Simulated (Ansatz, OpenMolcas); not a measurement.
## AlF2 (SMILES [F][Al][F]): the vertical ionisation energy, rung by rung

AlF2: 3 atoms, total charge 0, spin state doublet. As SMILES, `[F][Al][F]`. Geometry: relaxed at PBE0-D4/def2-TZVP.

```xyz
3

F     0.5330   -1.3612    0.1364
Al    0.3887    0.2754    0.2452
F    -0.9325    1.0210   -0.3948
```

Each level gives the vertical ionisation energy (to the singlet cation) (eV). The values are calculated.

```csv
level,kind,program,value (eV),less FCI/STO-3G,CPU time (all runs)
USVWN5/STO-3G,LDA,OpenMolcas,4.43,+0.88,6.3 s
UPBE/STO-3G,GGA,Ansatz,4.39,+0.84,2.3 s
U-r2SCAN0/STO-3G,hybrid meta-GGA,Ansatz,4.94,+1.39,6.1 s
UCAM-B3LYP/STO-3G,range-separated hybrid,Ansatz,4.79,+1.24,2.8 s
UB2PLYP/STO-3G,double hybrid,Ansatz,4.33,+0.78,2.8 s
UMP2/STO-3G,perturbation theory,Ansatz,3.87,+0.32,0.21 s
UBCCD(T)/STO-3G,coupled cluster or CI,Ansatz,3.58,+0.03,0.77 s
UCCSDTQ/STO-3G,coupled cluster or CI,Ansatz,3.54,-0.01,79 s
FCI/STO-3G,exact in the basis,Ansatz,3.55,0.00,1.4 s
```

FCI/STO-3G is exact within its basis and frozen core, so for wave-function methods in that basis the difference is their error; functionals converge differently with the basis, so for them it is only a difference. The values span 3.54 to 4.94 eV. All rows use very small basis sets, so even the best lies far from the true value. CPU times are rough (shared hosts, several kinds of processor): they show what a rung costs within a factor of a few.
